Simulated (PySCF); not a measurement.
## Indirect couplings

Geometry (Å), atoms numbered from 1 in this order:
```xyz
8

C    -0.9127   -0.2536   -0.0058
C     0.3610    0.4340    0.3795
C     1.5874    0.0373   -0.1211
N     2.6420   -0.3256   -0.5268
H    -1.4923    0.1985   -0.8553
H    -0.7131   -1.2958   -0.3155
H    -1.6455   -0.3236    0.8291
H     0.2970    1.4448    0.8016
```

Total charge -1.

Couplings: B3LYP/pcJ-1 in PySCF, geometry PBE0-D3(BJ)/def2-SVP; gas phase, one conformer, non-relativistic. Couplings are averaged over pairs made equivalent by symmetry, fast rotation or ring inversion, so a value needn't be that of the named pair in this geometry, while other rotamers aren't included; one pair stands for each set, and the list holds those of at least 1.5 Hz over up to four bonds.

Isotopes: 13C, 1H, 15N.

```csv
pair,bonds,J (Hz)
"C1, C2",1,60.4
"C1, H5",1,124.0
"C2, C3",1,?
"C2, H8",1,?
"C3, N4",1,-16.4
"C1, C3",2,?
"C1, H8",2,?
"C2, N4",2,2.6
"C2, H5",2,-3.5
"C3, H8",2,3.6
"H5, H6",2,-12.5
"C3, H5",3,4.5
"H5, H8",3,6.1
```

Q: Estimate the withheld couplings, with signs.

A: 
- 1J(C2,C3) = 103.2 Hz (bond length 1.383 Å)
- 1J(C2,H8) = 162.6 Hz (bond length 1.097 Å, sp2 carbon)
- 2J(C1,C3) = 3.1 Hz (angle at C2 122°)
- 2J(C1,H8) = 4.1 Hz (angle at C2 118°)
